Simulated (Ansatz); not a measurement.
A nudged elastic band was laid between two geometries of CH6Si + H4Si (13 atoms, charge 0, multiplicity 1).

The calculation used RKS PBE/def2-SVP (Ansatz).

```
movable images  : 7
climbing image  : yes
spring          : 5.0 eV/Å²
optimiser       : quadratic models (default)
start path      : through a guess of the saddle point
force threshold : 0.5 eV/Å
iteration limit : 60
end points      : relaxed
```

Image 0:

```xyz
13
Properties=species:S:1:pos:R:3
Si -0.681 0.525 1.504
C 0.363 -1.009 1.875
H -2.037 0.138 0.972
H -0.883 1.351 2.747
H -0.007 1.396 0.475
H 0.471 -0.852 -1.755
Si 0.301 0.320 -2.684
H 0.516 -1.611 0.956
H 1.358 -0.722 2.269
H -0.134 -1.651 2.630
H 0.525 -0.139 -4.099
H 1.302 1.386 -2.339
H -1.092 0.866 -2.551
```

Image 8:

```xyz
13
Properties=species:S:1:pos:R:3
Si -1.047 1.508 0.292
C 1.054 -2.095 1.285
H -2.035 0.447 0.700
H -1.728 2.850 0.356
H 0.099 1.504 1.270
H 0.950 -1.633 0.285
Si -0.269 1.108 -1.894
H 0.727 -3.151 1.235
H 2.112 -2.052 1.605
H 0.427 -1.547 2.013
H 0.336 -0.269 -1.999
H 0.781 2.122 -2.270
H -1.407 1.208 -2.878
```

What changes between the two ends?

Bonds broken: Si1–C2, H6–Si7. Bonds formed: Si1–Si7, C2–H6. CH6Si + H4Si becomes CH4 + H6Si2.

What energy profile does the band end with?

The run converged. The highest image is number 4 of 0 to 8, 3.29 eV above the first end and 3.47 eV above the last; the last end lies 0.19 eV below the first. The threshold of 0.5 eV/Å is loose, so the images may lie well off the minimum-energy path. Neighbouring images differ by up to 2.1 eV, so the band resolves the path poorly. The order of the stationary point at the top wasn't checked. The orbitals stay closed-shell, which can raise the energy where a bond breaks towards radicals; this wasn't checked here.

| image | path coordinate (Å) | energy (eV) | Si1–C2 (Å) | H6–Si7 (Å) | Si1–Si7 (Å) |
| --- | --- | --- | --- | --- | --- |
| 0 | 0.00 | 0.00 | 1.89 | 1.51 | 4.31 |
| 1 | 1.10 | 0.05 | 1.90 | 1.50 | 3.91 |
| 2 | 2.20 | 0.21 | 1.91 | 1.50 | 3.56 |
| 3 | 3.30 | 1.20 | 1.94 | 1.51 | 3.02 |
| 4 | 4.40 | 3.29 | 2.16 | 1.87 | 2.56 |
| 5 | 5.44 | 1.26 | 2.71 | 2.41 | 2.40 |
| 6 | 6.49 | 0.08 | 3.19 | 2.76 | 2.37 |
| 7 | 7.53 | -0.16 | 3.69 | 3.21 | 2.36 |
| 8 | 8.57 | -0.19 | 4.29 | 3.71 | 2.35 |

What is the geometry of the highest image?


```xyz
13
Properties=species:S:1:pos:R:3:forces:R:3
Si -0.648 0.653 0.773 0.00 -0.02 -0.17
C 0.548 -1.117 1.109 0.07 0.13 -0.08
H -1.733 -0.309 0.297 0.04 -0.02 0.07
H -1.549 1.577 1.626 0.07 -0.13 0.04
H 0.638 1.461 0.860 -0.03 -0.01 0.18
H 0.404 -0.424 -0.155 -0.18 0.09 -0.05
Si 0.021 0.551 -1.702 0.04 -0.11 -0.01
H 0.179 -2.069 0.672 -0.01 0.07 0.08
H 1.651 -1.030 1.014 -0.03 -0.04 0.16
H 0.309 -1.138 2.198 0.04 0.00 -0.07
H 0.290 -0.756 -2.415 -0.07 0.00 -0.08
H 1.147 1.506 -1.997 0.01 -0.03 -0.02
H -1.258 1.095 -2.282 0.02 0.05 -0.06
```

The run took 79 s on 2 threads of Arm Neoverse V2, on a shared host, peak memory 0.13 GiB.
